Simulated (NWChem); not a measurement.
tetrafluoroethylene (C2F4); SMILES FC(F)=C(F)F

**Question.** Give the equilibrium geometry at B3LYP/6-31G* (spherical d) (NWChem) as a list of bonds and angles, with the point group.

**Answer.** point group D2h; any orientation.
Bonds (Å): F1–C2 1.324, C2–F3 1.324, C2–C4 1.326, C4–F5 1.324, C4–F6 1.324. Bond angles (°): F1–C2–F3 113.7, F1–C2–C4 123.1, F3–C2–C4 123.1, C2–C4–F5 123.1, C2–C4–F6 123.1, F5–C4–F6 113.7.
